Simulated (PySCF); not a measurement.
# Carbon: a sound run and one with changed settings

Sound run: C [He] 2s2 2p2, C+ [He] 2s2 2p1. All numbers are calculated (PySCF 2.14, no relativity, point nucleus, in cc-pVTZ (4s3p2d1f, 30 functions)). In the sound run the correlated levels freeze 1s2. The sound run starts from symmetry-adapted Hartree-Fock orbitals and uses a fine grid where one is needed.

Changed run: initial guess atom, at most 50 SCF cycles.

```
species   method  sound run (hartree)  changed run (hartree)  converged
      C      UHF            -37.69157              -37.69157        yes
      C   r2SCAN            -37.83207              -37.83207        yes
      C  CCSD(T)            -37.78076              -37.78076        yes
     C+   M06-2X            -37.42643              -37.42643        yes
     C+      MP2            -37.34544              -37.34544        yes
```

Here the plain start reaches the same solutions.
